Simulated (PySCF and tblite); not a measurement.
The numbers below are computed, except where a source is named.
C5H10, numbered as in [CH3:1][CH2:2][CH:3]1[CH2:4][CH2:5]1.

Search: ETKDG and KDG, MMFF94s, GFN2-xTB, 90 starts; geometries at PBE0-D3(BJ)/def2-SVP. Energies: B3LYP-D3(BJ)/def2-TZVP (IEF-PCM, chloroform), with GFN2-xTB thermal terms (modes under about 100 cm⁻¹ blended into free rotors). Symmetry numbers and mirror images are counted. Conformers within 3 kcal/mol (GFN2-xTB free energy) were kept, 8 at most. Of two unlike H on one atom, a is the less shielded (wB97X-D/pcSseg-1 (IEF-PCM, chloroform)). Programs: PySCF with density fitting and tblite.

An NOE distance is ⟨r⁻⁶⟩^(−1/6) over all pairs of like atoms and, for the average, over conformers.

Torsions listed: C1–C2–C3–C4. Of a mirror pair one member is shown.

```
conformer  shape  weight %
        1    83°      96.6
        2   -36°       3.4
```

Question: Which H–H contacts under 3.5 Å would NOEs report (pairs on one atom left out) at 298.15 K?

Answer: 
| pair | in 1 (Å) | in 2 (Å) | average (Å) |
| --- | --- | --- | --- |
| H3 ··· H4a/H5a | 2.50 | 2.47 | 2.50 |
| H1 ··· H2 | 2.63 | 2.62 | 2.63 |
| H2 ··· H3 | 2.73 | 2.48 | 2.72 |
| H2 ··· H4b/H5b | 2.76 | 3.47 | 2.77 |
| H1 ··· H3 | 3.02 | 4.00 | 3.03 |
| H3 ··· H4b/H5b | 3.11 | 3.11 | 3.11 |

Longer pairs under the limit may be missing.

Question: In a model where alignment follows shape alone (order matrix 0.0005 × (3G/tr G − 1)/2, G the second moments of the atom positions; splitting J + 2D), what are the one-bond C–H dipolar couplings D?

Answer: H1 0.8 Hz (0.8 in conformer 1), H2 2.5 Hz (2.6 in conformer 1), H3 3.2 Hz (3.3 in conformer 1), H4a/H5a -0.3 Hz (-0.2 in conformer 1), H4b/H5b 2.7 Hz (2.8 in conformer 1).
